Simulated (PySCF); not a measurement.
CH3, doublet in STO-3G: errors against full CI

Geometry: MP2(full)/6-31G*, from the G2/97 set.

```xyz
4

C     0.0000    0.0000    0.0000
H     0.0000    1.0784    0.0000
H     0.9339   -0.5392    0.0000
H    -0.9339   -0.5392    0.0000
```

Basis STO-3G; PySCF 2.14.0. Correlated methods freeze the noble-gas cores, which leaves 7 electrons in 7 orbitals. Prefix R: restricted or restricted open-shell reference; prefix U: unrestricted.

Full CI is exact within this basis and frozen core; it isn't the basis-set limit. The frozen core follows each run's orbitals, which can shift R against U totals by a few meV.

* UHF ⟨S²⟩: 0.765
* T1 diagnostic (RCCSD): 0.0168
* largest doubles amplitude (RCCSD): 0.070
* T1 diagnostic (UCCSD): 0.0044

```csv
level,E − E(full CI) (meV),share of correlation (%),wall time
RHF,1690,0.00,–
UHF,1566,7.36,–
RMP2,575,65.96,–
UMP2,533,68.44,–
RCCSD,5,99.69,–
UCCSD,6,99.67,–
RCCSD(T),2,99.89,0.16 s
UCCSD(T),2,99.89,0.08 s
RCCSDT,0,99.97,0.25 s
UCCSDT,0,100.01,0.24 s
```

The correlation energy at full CI, counted from RHF, is -1.690 eV. That run took 0.03 s on 1 thread of Arm Neoverse V1, shared host over 321 determinants.

Times are those of the correlated step on a shared host, with one SCF added for the restricted CCSD run; they ran on 1 thread of Arm Neoverse V1.

The full-CI state has the irrep B2 of C2v, in the program's axes (one component, if the state is degenerate).

Natural occupations of full CI about the gap: 1.979 1.977 1.977 1.000 0.028 0.020 0.020; effectively unpaired electrons, Σ n²(2−n)², 1.01.
